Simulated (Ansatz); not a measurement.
**fcc Ir**

These are LDA in Ansatz (plane waves, PAW) values and carry that method's errors.

Numerical settings: plane-wave cutoff 500 eV, 32×32×32 k mesh, Fermi–Dirac smearing 0.1 eV, no spin polarisation, scalar-relativistic PAW data made under PBE.

Cell: relaxed at this level.

For fcc Ir, the equilibrium volume per atom comes out as 13.84 Å³/atom and the lattice constant a is 3.812 Å.

Measured, for comparison: equilibrium volume per atom 14.06 Å³/atom, lattice constant a 3.831 Å (static lattice: zero-point anharmonic expansion removed; as tabulated in Mejia-Rodriguez and Trickey (2018), arXiv:1807.09216). Computed (rounded) less measured: equilibrium volume per atom -1.6 %, lattice constant a -0.5 %.

Spin–orbit coupling is not included.

Ansatz is a first-principles code.
